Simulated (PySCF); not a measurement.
Compound: isocyanogen, C2N2.
SMILES with atom numbers: `[C-:1]#[N+:2][C:3]#[N:4]`

Mulliken charges (e) from the PBE0/pcSseg-1 density (PySCF), one withheld:

```tsv
atom	bonded to	charge
C1	N2	+0.1445
N2	C1 C3	-0.3810
C3	N2 N4	?
N4	C3	-0.2349
```

(1) What is the charge on C3?

(2) Across which bond do the charges differ most?

(3) Take the bonds between elements whose Pauling electronegativities differ by more than 0.25. In how many does the more electronegative atom carry the lower charge?

(4) How much positive and how much negative charge does this set hold in all?

Results:

(1) The charges add up to the total charge, 0. The others sum to -0.4714, which leaves +0.4714 e for C3 (cyano carbon).

(2) C3–N2: +0.4714 on C3 against -0.3810 on N2, a difference of 0.8524 e. The lower charge is on the more electronegative element of the two (Pauling values: N 3.04, C 2.55).

(3) In 3 of 3.

(4) +0.6159 e on 2 atoms and -0.6159 e on 2.

The Mulliken scheme counts on each atom the diagonal of the density matrix times the overlap matrix over that atom's basis functions. Geometry: PBE0-D3(BJ)/def2-SVP; no solvent, vibrations or thermal averaging.

The run behind these numbers computed NMR shieldings as well. The run took 7.0 s of wall time (with the writing of density and orbital grids) on one thread of an Intel Xeon Platinum 8259CL at 2.50 GHz, no GPU, shared host with 96 logical CPUs at a one-minute load of 82, and the process peaked at 0.31 GiB of memory.
